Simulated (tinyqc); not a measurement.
Hueckel theory of the pi electrons with the omega technique, for the molecule Nc1ccsc1 (SMILES; centres numbered as the heavy atoms are written), step by step. Computed by tinyqc, a small Python program that keeps every step. Settings: charge = 0, omega = 0.6, damping = 0. Command: `OMP_NUM_THREADS=1 python tinyqc.py 26113 26114 out.jsonl` (the two numbers bound the seeds that draw the settings). One thread of a shared host (Intel(R) Xeon(R) Processor @ 2.60GHz), about 0.01 s of CPU time with the checks.

## The Hueckel matrix

Centres:
```
centre  z_r, pi electrons of the neutral centre         h
1N                                            2  1.500000
2C                                            1  0.000000
3C                                            1  0.000000
4C                                            1  0.000000
5S                                            2  1.000000
6C                                            1  0.000000
```

Bonds:
```
i  j         k
1  2  0.800000
2  3         1
3  4         1
4  5  0.650000
5  6  0.650000
6  2         1
```

H_rr = alpha + h_r beta, H_rs = k_rs beta for bonded centres.

Hueckel matrix in units of beta (H = alpha + beta A), order 1N, 2C, 3C, 4C, 5S, 6C:
$$\begin{pmatrix}
1.500000 & 0.800000 & 0.000000 & 0.000000 & 0.000000 & 0.000000 \\
0.800000 & 0.000000 & 1.000000 & 0.000000 & 0.000000 & 1.000000 \\
0.000000 & 1.000000 & 0.000000 & 1.000000 & 0.000000 & 0.000000 \\
0.000000 & 0.000000 & 1.000000 & 0.000000 & 0.650000 & 0.000000 \\
0.000000 & 0.000000 & 0.000000 & 0.650000 & 1.000000 & 0.650000 \\
0.000000 & 1.000000 & 0.000000 & 0.000000 & 0.650000 & 0.000000
\end{pmatrix}$$

## Orbitals, round 1

pi electrons, sum of z_r less the charge = 8

Diagonalise; E = alpha + x beta with beta < 0, so the largest x are filled first; degenerate levels share their electrons. P = sum n_i c_ri c_si; each orbital has its largest coefficient positive (the first on a tie).

x values: [2.206340, 1.597078, 0.857631, 0.503092, -0.968789, -1.695352]

occupations: [2.000000, 2.000000, 2.000000, 2.000000, 0.000000, 0.000000]

coefficients, order 1N, 2C, 3C, 4C, 5S, 6C:
$$\begin{pmatrix}
0.587460 & 0.634335 & -0.317423 & -0.344572 & 0.089143 & -0.158350 \\
0.518684 & 0.076975 & 0.254878 & 0.429384 & -0.275094 & 0.632481 \\
0.347978 & -0.180501 & 0.622038 & -0.139434 & -0.342156 & -0.568231 \\
0.249075 & -0.365249 & 0.278601 & -0.499532 & 0.606571 & 0.330871 \\
0.310102 & -0.619739 & -0.589387 & -0.172118 & -0.377668 & 0.011213 \\
0.326446 & -0.204032 & -0.149508 & 0.631111 & 0.537350 & -0.377366
\end{pmatrix}$$

charge and bond-order matrix P, order 1N, 2C, 3C, 4C, 5S, 6C:
$$\begin{pmatrix}
1.933957 & 0.249352 & -0.118957 & -0.003356 & 0.070884 & -0.215314 \\
0.249352 & 1.048582 & 0.530540 & -0.084810 & -0.221972 & 0.772998 \\
-0.118957 & 0.530540 & 1.120086 & 0.791106 & -0.245700 & -0.061148 \\
-0.003356 & -0.084810 & 0.791106 & 1.045192 & 0.450745 & -0.402162 \\
0.070884 & -0.221972 & -0.245700 & 0.450745 & 1.714483 & 0.414342 \\
-0.215314 & 0.772998 & -0.061148 & -0.402162 & 0.414342 & 1.137700
\end{pmatrix}$$

## Omega technique, round 1

h_r = h_r(0) + omega q_r, omega = 0.6, with q_r = z_r - P_rr.

matrix after round 1, order 1N, 2C, 3C, 4C, 5S, 6C:
$$\begin{pmatrix}
1.539626 & 0.800000 & 0.000000 & 0.000000 & 0.000000 & 0.000000 \\
0.800000 & -0.029149 & 1.000000 & 0.000000 & 0.000000 & 1.000000 \\
0.000000 & 1.000000 & -0.072052 & 1.000000 & 0.000000 & 0.000000 \\
0.000000 & 0.000000 & 1.000000 & -0.027115 & 0.650000 & 0.000000 \\
0.000000 & 0.000000 & 0.000000 & 0.650000 & 1.171310 & 0.650000 \\
0.000000 & 1.000000 & 0.000000 & 0.000000 & 0.650000 & -0.082620
\end{pmatrix}$$

## Orbitals, round 2

As before.

x values: [2.212942, 1.675424, 0.884345, 0.463002, -0.991454, -1.744259]

occupations: [2.000000, 2.000000, 2.000000, 2.000000, 0.000000, 0.000000]

coefficients, order 1N, 2C, 3C, 4C, 5S, 6C:
$$\begin{pmatrix}
0.594467 & -0.618795 & -0.366886 & -0.313167 & 0.087215 & -0.153024 \\
0.500331 & -0.105039 & 0.300517 & 0.421454 & -0.275936 & 0.628141 \\
0.328007 & 0.129040 & 0.623188 & -0.182042 & -0.356203 & -0.572169 \\
0.249163 & 0.330532 & 0.295498 & -0.518856 & 0.603430 & 0.328644 \\
0.354051 & 0.667238 & -0.544389 & -0.111167 & -0.347244 & 0.012061 \\
0.318207 & 0.186950 & -0.055158 & 0.639995 & 0.551965 & -0.382743
\end{pmatrix}$$

charge and bond-order matrix P, order 1N, 2C, 3C, 4C, 5S, 6C:
$$\begin{pmatrix}
1.937954 & 0.240373 & -0.112978 & -0.004676 & 0.064261 & -0.213417 \\
0.240373 & 1.058595 & 0.522227 & -0.079853 & -0.206786 & 0.785448 \\
-0.112978 & 0.522227 & 1.091484 & 0.805967 & -0.233577 & -0.044764 \\
-0.004676 & -0.079853 & 0.805967 & 1.055730 & 0.411148 & -0.414573 \\
0.064261 & -0.206786 & -0.233577 & 0.411148 & 1.758552 & 0.392566 \\
-0.213417 & 0.785448 & -0.044764 & -0.414573 & 0.392566 & 1.097684
\end{pmatrix}$$

## Omega technique, round 2

As before.

matrix after round 2, order 1N, 2C, 3C, 4C, 5S, 6C:
$$\begin{pmatrix}
1.537227 & 0.800000 & 0.000000 & 0.000000 & 0.000000 & 0.000000 \\
0.800000 & -0.035157 & 1.000000 & 0.000000 & 0.000000 & 1.000000 \\
0.000000 & 1.000000 & -0.054891 & 1.000000 & 0.000000 & 0.000000 \\
0.000000 & 0.000000 & 1.000000 & -0.033438 & 0.650000 & 0.000000 \\
0.000000 & 0.000000 & 0.000000 & 0.650000 & 1.144869 & 0.650000 \\
0.000000 & 1.000000 & 0.000000 & 0.000000 & 0.650000 & -0.058610
\end{pmatrix}$$

## Convergence

Each round sets h_r = h_r(0) + omega (z_r - P_rr), keeping the share named as damping of the old diagonal; repeat until output and input diagonals agree to 1e-6.

Rounds:
```
round    sum n x  largest |h(out) - h(in)|
1      10.328283                  1.71e-01
2      10.471427                  2.64e-02
3      10.452769                  1.02e-02
4      10.454898                  5.06e-03
5      10.454760                  2.65e-03
6      10.454683                  1.42e-03
7      10.454744                  7.60e-04
8      10.454707                  4.10e-04
9      10.454727                  2.21e-04
10     10.454716                  1.20e-04
11     10.454722                  6.48e-05
12     10.454719                  3.51e-05
13     10.454721                  1.90e-05
14     10.454720                  1.03e-05
15     10.454720                  5.58e-06
16     10.454720                  3.02e-06
17     10.454720                  1.64e-06
18     10.454720                  8.88e-07
```

Converged in 18 rounds.

## Energy, charges, bond orders

final x values: [2.211745, 1.664956, 0.881740, 0.468919, -0.988500, -1.738860]

occupations: [2.000000, 2.000000, 2.000000, 2.000000, 0.000000, 0.000000]

final P, order 1N, 2C, 3C, 4C, 5S, 6C:
$$\begin{pmatrix}
1.937253 & 0.242462 & -0.113515 & -0.005215 & 0.065307 & -0.213519 \\
0.242462 & 1.052828 & 0.523143 & -0.078616 & -0.209527 & 0.784003 \\
-0.113515 & 0.523143 & 1.098701 & 0.803966 & -0.234567 & -0.048076 \\
-0.005215 & -0.078616 & 0.803966 & 1.048881 & 0.417672 & -0.413028 \\
0.065307 & -0.209527 & -0.234567 & 0.417672 & 1.753268 & 0.393636 \\
-0.213519 & 0.784003 & -0.048076 & -0.413028 & 0.393636 & 1.109069
\end{pmatrix}$$

E = sum n x; q_r = z_r - P_rr; bond order p = P_rs; free valence = sqrt(3) - sum of p over the bonds of the atom.

pi energy = 8 alpha + this times beta = 10.454720

pi charges: 1N 0.062747, 2C -0.052828, 3C -0.098701, 4C -0.048881, 5S 0.246732, 6C -0.109069

Bond orders and lengths from R = 1.517 - 0.180 p (angstrom, C-C alone):
```
bond         p         R
1-2   0.242462         -
2-3   0.523143  1.422834
3-4   0.803966  1.372286
4-5   0.417672         -
5-6   0.393636         -
6-2   0.784003  1.375880
```

free valence of the carbons: 2C 0.182442, 3C 0.404942, 4C 0.510413, 6C 0.554412

gap between the highest filled and the next level = 1.457419 |beta|
